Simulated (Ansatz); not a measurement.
Born–Oppenheimer molecular dynamics of CH4BCl (7 atoms, charge 0, multiplicity 1). It starts at the highest image of a converged band. Of that band: Neighbouring images differ by up to 2.1 eV, so the band resolves the path poorly. A vibrational analysis at the climbing image gives one clearly imaginary mode, 1237i cm⁻¹: a first-order saddle point.

Computed with Ansatz 0.2.0, RKS PBE-D4/def2-SVP.

- ensemble: NVE (velocity Verlet)
- time step: 0.5 fs
- steps asked: 200
- starting velocities drawn for: 100 K
- seed: 8744

Frames 1 fs apart, positions in Å.

Velocities at 40.0 fs (Å/ps):

```
B -29.98 -2.87 -6.60
H 18.97 15.90 38.83
C 23.50 -1.52 -6.64
H 13.75 -4.01 4.91
H 9.55 4.97 3.42
H 23.73 -4.69 -19.02
Cl -0.70 1.04 3.46
```

```xyz
7
Properties=species:S:1:pos:R:3 time_fs=40.0 energy_less_start_eV=-1.045 T=1716
B -1.155 0.118 0.707
H 1.769 0.276 0.970
C 2.258 0.001 -0.007
H 2.122 -1.087 -0.187
H 1.880 0.666 -0.816
H 3.301 0.196 0.124
Cl -0.982 -0.349 -1.004
7
Properties=species:S:1:pos:R:3 time_fs=41.0 energy_less_start_eV=-1.014 T=1669
B -1.185 0.115 0.700
H 1.789 0.291 1.005
C 2.281 0.000 -0.013
H 2.135 -1.090 -0.183
H 1.889 0.669 -0.812
H 3.331 0.192 0.105
Cl -0.982 -0.348 -1.001
7
Properties=species:S:1:pos:R:3 time_fs=42.0 energy_less_start_eV=-0.992 T=1636
B -1.215 0.112 0.692
H 1.813 0.302 1.026
C 2.303 -0.001 -0.019
H 2.146 -1.089 -0.181
H 1.898 0.668 -0.807
H 3.373 0.190 0.087
Cl -0.983 -0.347 -0.997
7
Properties=species:S:1:pos:R:3 time_fs=43.0 energy_less_start_eV=-0.997 T=1644
B -1.245 0.108 0.684
H 1.845 0.307 1.030
C 2.324 -0.002 -0.022
H 2.156 -1.086 -0.181
H 1.906 0.663 -0.801
H 3.420 0.188 0.069
Cl -0.984 -0.345 -0.993
7
Properties=species:S:1:pos:R:3 time_fs=44.0 energy_less_start_eV=-1.031 T=1695
B -1.275 0.105 0.676
H 1.884 0.307 1.015
C 2.345 -0.002 -0.024
H 2.165 -1.080 -0.183
H 1.914 0.656 -0.796
H 3.464 0.186 0.051
Cl -0.985 -0.344 -0.989
7
Properties=species:S:1:pos:R:3 time_fs=45.0 energy_less_start_eV=-1.076 T=1764
B -1.304 0.102 0.667
H 1.929 0.302 0.985
C 2.366 -0.002 -0.024
H 2.172 -1.074 -0.186
H 1.921 0.647 -0.793
H 3.501 0.182 0.031
Cl -0.986 -0.343 -0.985
7
Properties=species:S:1:pos:R:3 time_fs=46.0 energy_less_start_eV=-1.093 T=1789
B -1.334 0.098 0.658
H 1.977 0.294 0.947
C 2.389 -0.001 -0.023
H 2.179 -1.069 -0.191
H 1.928 0.637 -0.792
H 3.526 0.176 0.010
Cl -0.987 -0.342 -0.981
7
Properties=species:S:1:pos:R:3 time_fs=47.0 energy_less_start_eV=-1.058 T=1736
B -1.364 0.095 0.649
H 2.023 0.287 0.914
C 2.412 0.001 -0.022
H 2.186 -1.064 -0.198
H 1.935 0.627 -0.793
H 3.539 0.168 -0.013
Cl -0.988 -0.341 -0.977
7
Properties=species:S:1:pos:R:3 time_fs=48.0 energy_less_start_eV=-1.021 T=1681
B -1.393 0.091 0.641
H 2.063 0.285 0.898
C 2.437 0.002 -0.022
H 2.193 -1.060 -0.205
H 1.943 0.617 -0.795
H 3.543 0.159 -0.036
Cl -0.989 -0.340 -0.973
7
Properties=species:S:1:pos:R:3 time_fs=49.0 energy_less_start_eV=-1.043 T=1714
B -1.423 0.088 0.632
H 2.092 0.290 0.907
C 2.462 0.002 -0.024
H 2.201 -1.056 -0.213
H 1.952 0.608 -0.799
H 3.543 0.148 -0.060
Cl -0.989 -0.338 -0.969
7
Properties=species:S:1:pos:R:3 time_fs=50.0 energy_less_start_eV=-1.081 T=1770
B -1.453 0.085 0.625
H 2.114 0.302 0.938
C 2.488 0.002 -0.027
H 2.210 -1.053 -0.220
H 1.963 0.598 -0.803
H 3.548 0.138 -0.086
Cl -0.990 -0.337 -0.965
7
Properties=species:S:1:pos:R:3 time_fs=51.0 energy_less_start_eV=-1.072 T=1757
B -1.483 0.082 0.617
H 2.133 0.315 0.978
C 2.513 0.002 -0.032
H 2.221 -1.050 -0.226
H 1.977 0.590 -0.807
H 3.564 0.130 -0.112
Cl -0.991 -0.336 -0.961
```

Of the whole run (100 fs, mean temperature of the second half 1669 K): The conserved energy stayed within 0.2 meV per atom of its start (net change -0.034 meV per atom), so the integration is sound. The system heated up, since it started high on the potential surface and ran downhill. A run of 0.1 ps of so small a system gives no equilibrium averages. The orbitals stay closed-shell, which can raise the energy where a bond breaks towards radicals; this wasn't checked here.

Time of the run: 87 s on 1 thread of AMD EPYC 9R45 96-Core Processor (Zen 5), on a shared host, peak memory 0.12 GiB.
